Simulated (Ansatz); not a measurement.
Thiophene: measurement beside calculation (Ansatz, PBE0-D4/def2-TZVP geometry).

Z-matrix (Å, degrees):
```
C
C 1 1.364
C 1 1.417 2 112.4
H 1 1.082 2 123.4 3 180.0
S 2 1.705 1 111.4 3 0.0
H 2 1.079 1 128.2 3 180.0
C 3 1.364 1 112.5 2 -0.0
H 3 1.082 1 124.1 2 180.0
H 7 1.079 3 128.2 1 180.0
```

Enthalpy of formation at 298 K: 27.5 kcal/mol (zero for an element's reference state; older measured values of the G2 set, as listed by Staroverov and co-workers, J. Chem. Phys. 119, 12129, 2003). With their computed zero-point and thermal terms and the atoms' enthalpies of Curtiss and co-workers (1997) it gives an electronic atomization energy of 962.9 kcal/mol.

```csv
level,atomization (kcal/mol),error,error per bond
LDA (SPW92),1122.5,159.6,17.7
PBE-D4,1002.8,39.9,4.4
revPBE-D4,977.2,14.3,1.6
BLYP-D4,965.2,2.3,0.3
r2SCAN-D4,973.0,10.1,1.1
B97M-V,970.8,7.9,0.9
PBE0-D4,981.2,18.3,2.0
B3LYP-D4,963.3,0.4,0.0
r2SCANh-D4,966.1,3.2,0.4
r2SCAN0-D4,956.2,-6.7,-0.7
HSE06-D4,982.1,19.2,2.1
BHLYP-D4,929.9,-33.0,-3.7
CAM-B3LYP-D4,963.8,0.9,0.1
ωB97X-V,964.3,1.5,0.2
ωB97M-V,967.6,4.7,0.5
B2PLYP,955.6,-7.2,-0.8
PBE-QIDH,969.7,6.8,0.8
PBE,997.3,34.5,3.8
revPBE,959.1,-3.8,-0.4
BLYP,952.8,-10.0,-1.1
r2SCAN,971.7,8.9,1.0
PBE0,976.7,13.8,1.5
B3LYP,954.4,-8.5,-0.9
r2SCANh,964.8,1.9,0.2
r2SCAN0,954.7,-8.2,-0.9
HSE06,977.9,15.0,1.7
BHLYP,923.4,-39.5,-4.4
CAM-B3LYP,959.3,-3.6,-0.4
LC-ωPBE,964.2,1.3,0.1
HF/def2-TZVPP,695.8,-267.0,-29.7
MP2/def2-TZVPP,966.2,3.4,0.4
SCS-MP2/def2-TZVPP,950.2,-12.7,-1.4
CCSD/def2-TZVPP,915.0,-47.9,-5.3
CCSD(T)/def2-TZVPP,935.8,-27.0,-3.0
HF/def2-QZVPP,696.8,-266.0,-29.6
MP2/def2-QZVPP,981.0,18.1,2.0
SCS-MP2/def2-QZVPP,966.6,3.7,0.4
HF/CBS(def2),697.0,-265.9,-29.5
MP2/CBS(def2),991.4,28.5,3.2
CCSD/CBS(def2),940.1,-22.8,-2.5
CCSD(T)/CBS(def2),961.0,-1.9,-0.2
```

Functionals use def2-TZVPP; B3LYP here is the variant with VWN-RPA as its local correlation; programs differ in this. The calculations leave out spin–orbit coupling, scalar relativity and, for the correlated methods, core correlation; together these are worth up to about 1 kcal/mol a heavy atom. HSE06 is defined as in plane-wave codes. CBS adds triple-zeta CCSD(T) − MP2 to the MP2 limit. T1 = 0.013.
